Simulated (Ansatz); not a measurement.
# AlHS (singlet): wave-function methods side by side at scale of all distances = 1.486, 6-31G

Aim: climb from Hartree-Fock through coupled cluster and multireference methods for AlHS (singlet) at one geometry and basis, and see what each rung misses.

Computed with Ansatz 0.2.0, Gaussian basis. Level: 6-31G, core rule «outside noble gas», up to 10 orbitals frozen.

Plan: UHF; CCSD(T) on RHF; CCSD(T) on UHF; BCCD(T) on RHF; CISD; CCSDT(Q) on RHF; CCSDT(Q) on UHF; CISDTQ; CCSDTQ on RHF; CASSCF and MRCISD+Q, 2 electrons in 2 orbitals; CASSCF and NEVPT2, 2 electrons in 2 orbitals; CASSCF and MRCISD+Q, 10 electrons in 9 orbitals; CASSCF and MRCISD+Q(relaxed), 10 electrons in 9 orbitals; CASSCF and NEVPT2, 10 electrons in 9 orbitals; Full CI.

19 further runs of the same task are left out: 16 that didn't finish, 3 set aside as unsound or not needed. Runs told in other sessions of the task aren't counted.

## Step 1: The geometry

The geometry derives from a PBE0/def2-TZVP stationary point (not a proven minimum). All distances are scaled together.

3 atoms, charge 0, spin multiplicity 1.

Atoms are counted from 1 here; the program's logs count them from 0.

No contacts short enough for the rule that draws bonds.

## Step 2: UHF

File in.yaml:

```yaml
crystal:
  periodic: [false, false, false]
  atoms:
    - {symbol: Al, position_ang: [0.000000, 0.000000, 0.212647]}
    - {symbol: S, position_ang: [0.000000, 0.000000, -2.757570]}
    - {symbol: H, position_ang: [0.000000, 0.000000, 2.544924]}
basis:
  gaussian: {orbitals: 6-31G}
magnetization: {spin_polarized: true, initial_magnetization: 0}
hamiltonian: {xc: hf}
output: {orbitals: {seedname: orbitals}}
```

Started as:

```
ansatz run in.yaml --threads 1 --pin off --events-out ev --progress --plain --max-ram 2393MiB
```

The runs that follow: CCSD(T) on RHF; CCSD(T) on UHF; BCCD(T) on RHF; CISD; CCSDT(Q) on RHF; CCSDT(Q) on UHF; CISDTQ; CCSDTQ on RHF; CASSCF and MRCISD+Q, 2 electrons in 2 orbitals; CASSCF and NEVPT2, 2 electrons in 2 orbitals; CASSCF and MRCISD+Q, 10 electrons in 9 orbitals; CASSCF and MRCISD+Q(relaxed), 10 electrons in 9 orbitals; CASSCF and NEVPT2, 10 electrons in 9 orbitals; Full CI.

Q: Predict the results of all the runs planned. Wanted: FCI from the RHF energy; RMP2 from FCI; RCCSD from FCI; RCCSD(T) from FCI; RCCSDT(Q) from FCI; NEVPT2 pair from FCI; MRCISD+Q pair from FCI; NEVPT2 valence from FCI; T1 diagnostic.

**Answer**, as computed:

| quantity | value |
| --- | --- |
| FCI from the RHF energy | -3.7267 eV |
| RMP2 from FCI | +146.3 kJ/mol |
| RCCSD from FCI | +27.6 kJ/mol |
| RCCSD(T) from FCI | +7.4 kJ/mol |
| RCCSDT(Q) from FCI | -3.2 kJ/mol |
| NEVPT2 pair from FCI | +85.9 kJ/mol |
| MRCISD+Q pair from FCI | +0.8 kJ/mol |
| NEVPT2 valence from FCI | +29.5 kJ/mol |
| levels within 1 kcal/mol (43 meV) | RCCSDT, RCCSDT(Q), RCCSDTQ, MRCISD+Q pair, MRCISD+Q valence, MRCISD+Q(relaxed) valence |
| T1 diagnostic | 0.091 |
| effectively unpaired electrons | 0.73 |

RCCSD(T) lands +7.4 kJ/mol from the yardstick (2.1 % of the correlation energy). RCCSDT(Q), RCCSDTQ fall below full CI, which methods that aren't variational can do. The occupations show static correlation (0.73 effectively unpaired electrons where one determinant has 0). Of the multireference levels listed MRCISD+Q(relaxed) valence comes nearest in total energy (-0.1 kJ/mol), which doesn't show that its space is the better one. These misses are within one basis, not against nature.
